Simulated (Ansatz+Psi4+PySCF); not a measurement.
**doublet P2(+): levels of theory in one basis**

```xyz
2

P     0.0000    0.0000    1.1594
P     0.0000    0.0000   -1.1594
```

Basis set: cc-pV(T+d)Z (spherical functions). Left uncorrelated: 10 orbitals. Correlation on ROHF uses semicanonical orbitals with singles. Charge 1, multiplicity 2.

Computed with Ansatz (development build ahead of 0.2.0); each method stands on the lowest determinant of its kind that the runs found.

```json
{"method": "ROHF", "E − E(ROHF) (eV)": "0.00", "<S²> of the determinant": "0.75"}
{"method": "UHF", "E − E(ROHF) (eV)": "-1.15", "<S²> of the determinant": "1.86"}
{"method": "ROHF-MP2", "E − E(ROHF) (eV)": "-6.52", "<S²> of the determinant": "–"}
{"method": "UHF-MP2", "E − E(ROHF) (eV)": "-6.04", "<S²> of the determinant": "1.86"}
{"method": "ROHF-CCSD", "E − E(ROHF) (eV)": "-7.61", "<S²> of the determinant": "–"}
{"method": "UHF-CCSD", "E − E(ROHF) (eV)": "-7.60", "<S²> of the determinant": "1.86"}
{"method": "ROHF-CCSD(T)", "E − E(ROHF) (eV)": "-8.28", "<S²> of the determinant": "–"}
{"method": "UHF-CCSD(T)", "E − E(ROHF) (eV)": "-8.13", "<S²> of the determinant": "1.86"}
{"method": "UHF-CCSDT", "E − E(ROHF) (eV)": "-8.30", "<S²> of the determinant": "1.86"}
```

Caution: the determinant breaks the point group. Caution for ROHF, ROHF-MP2, ROHF-CCSD, ROHF-CCSD(T): an unrestricted determinant lies well below. Caution for UHF, UHF-MP2, UHF-CCSD, UHF-CCSD(T), UHF-CCSDT: the unrestricted determinant is a mixture of spin states. Caution for ROHF-MP2, UHF-MP2, ROHF-CCSD, UHF-CCSD, ROHF-CCSD(T), UHF-CCSD(T), UHF-CCSDT: large amplitudes, a single reference is doubtful. Caution for ROHF-MP2, UHF-MP2: MP2 on this radical cation hangs on the determinant chosen. Caution for ROHF-MP2, UHF-MP2, UHF-CCSD(T): another reference gives a lower total.
